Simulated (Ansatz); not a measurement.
# Al₂HO (sextet): the correlation ladder, cc-pVTZ

One table from this session's results is given with a row withheld; the runs are named, their logs left out.

The runs use Ansatz 0.2.0, Gaussian basis; cc-pVTZ, core rule «outside noble gas», up to 11 orbitals frozen.

To be run: UHF; CCSD(T) on ROHF; CCSD(T) on UHF; BCCD(T) on ROHF; CCSDT(Q) on ROHF; CCSDT(Q) on UHF.

7 further runs of the same task are left out: 2 for a known fault of the program, 5 set aside as unsound or not needed.

### The system

The geometry is a PBE0/def2-TZVP stationary point (not a proven minimum) of the parent state, kept for this charge and spin.

4 atoms, charge 0, spin multiplicity 6.

Atoms are counted from 1 here; the program's logs count them from 0.

Bond lengths: Al1–Al2 2.344 Å, Al2–O3 1.647 Å, O3–H4 0.946 Å. Angles: Al1–Al2–O3 180.0°, Al2–O3–H4 180.0°.

Set-up of the first run:

in.yaml

```yaml
crystal:
  periodic: [false, false, false]
  atoms:
    - {symbol: Al, position_ang: [0.000000, 0.000000, -2.818500]}
    - {symbol: Al, position_ang: [0.000000, 0.000000, -0.474100]}
    - {symbol: O, position_ang: [0.000000, 0.000000, 1.173400]}
    - {symbol: H, position_ang: [0.000000, 0.000000, 2.119200]}
basis:
  gaussian: {orbitals: cc-pVTZ}
magnetization: {spin_polarized: true, initial_magnetization: 5}
hamiltonian: {xc: hf}
output: {orbitals: {seedname: orbitals}}
```

Command:

```bash
$ ansatz run in.yaml --threads 1 --pin off --events-out ev --progress --plain --max-ram 2560MiB --backend cpu
```

Among the steps run: UHF; CCSD(T) on ROHF; CCSD(T) on UHF; BCCD(T) on ROHF; CCSDT(Q) on ROHF; CCSDT(Q) on UHF.

One table of the session follows, with a row left open; its other results are not shown here.

```
   method  from UCCSDT(Q) (meV)
     ROHF               +9142.0
      UHF               +9115.6
     RMP2                +720.7
     UMP2                +709.2
    RCCSD                +379.6
    UCCSD                +375.8
 RCCSD(T)                 +41.5
 UCCSD(T)                 +37.4
  BCCD(T)                     ?
   RCCSDT                 +22.7
   UCCSDT                 +18.9
RCCSDT(Q)                  +7.1
UCCSDT(Q)                     0
```

Q: Estimate the row for BCCD(T) from the others.

As computed: from UCCSDT(Q) (meV): +38.9. In the column «from UCCSDT(Q) (meV)» it lies between UCCSD(T) (+37.4) and RCCSD(T) (+41.5).

Limits of these values: Restricted and unrestricted rows rest on different reference determinants; where their highest levels disagree by more than a few hundredths of an eV, they describe different states and don't form one ladder.
